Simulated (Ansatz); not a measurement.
```yaml
crystal:
  periodic: [false, false, false]
  atoms:
    - {symbol: Ge, position_ang: [-0.294452, 0.013217, -0.130211]}
    - {symbol: B, position_ang: [1.626727, -0.115830, 0.594827]}
    - {symbol: H, position_ang: [-0.615780, 0.583076, 1.343470]}
    - {symbol: H, position_ang: [2.376739, 0.780741, 0.511480]}
    - {symbol: H, position_ang: [2.011539, -1.073984, 1.149054]}
basis:
  gaussian: {orbitals: def2-TZVP}
hamiltonian: {xc: pbe0}
relax: {f_tol: 0.004, max_steps: 80}
```

```sh
$ ansatz run in.yaml --threads 1 --pin off --events-out ev --progress --plain --max-ram 2176MiB
```

Steps of the relaxation (energy above the last step; positions in Å, forces in eV/Å):

```
5
step 1, 467.0 meV
Ge   -0.294    0.013   -0.130    0.268    0.000    0.153
B     1.627   -0.116    0.595   -1.031    0.127   -0.222
H    -0.616    0.583    1.343    0.106   -0.057   -0.105
H     2.377    0.781    0.511    0.443    0.550   -0.114
H     2.012   -1.074    1.149    0.213   -0.620    0.288
```

```
5
step 2, 449.5 meV
Ge   -0.289    0.008   -0.143    0.179    0.002    0.109
B     1.588   -0.092    0.641   -0.227   -0.144   -0.548
H    -0.559    0.569    1.334   -0.022    0.029    0.073
H     2.369    0.798    0.493    0.063    0.197    0.135
H     1.996   -1.095    1.144    0.007   -0.085    0.232
```

```
5
step 3, 432.8 meV
Ge   -0.284    0.007   -0.141   -0.043   -0.006   -0.043
B     1.591   -0.106    0.604    0.023   -0.016   -0.034
H    -0.549    0.569    1.340    0.060   -0.005    0.021
H     2.361    0.812    0.505   -0.026   -0.015    0.037
H     1.986   -1.096    1.161   -0.015    0.042    0.018
```

```
5
step 13, 0.0 meV
Ge   -0.329   -0.043   -0.314    0.000    0.000    0.000
B     1.362   -0.043    0.654    0.002    0.000    0.001
H     0.248    0.401    1.309    0.001    0.000    0.000
H     2.102    0.902    0.578   -0.002   -0.003    0.001
H     1.722   -1.029    1.242   -0.001    0.003   -0.002
```

Close pairs at the end: B2–H4 1.203 Å, B2–H5 1.203 Å, B2–H3 1.366 Å, Ge1–H3 1.780 Å, Ge1–B2 1.949 Å.

A stationary point of restricted PBE0 after 13 steps (its stability towards spin polarisation wasn't tested); no frequencies were run, so it isn't proven a minimum. 30 s on 1 thread of Arm Neoverse V2, shared host.
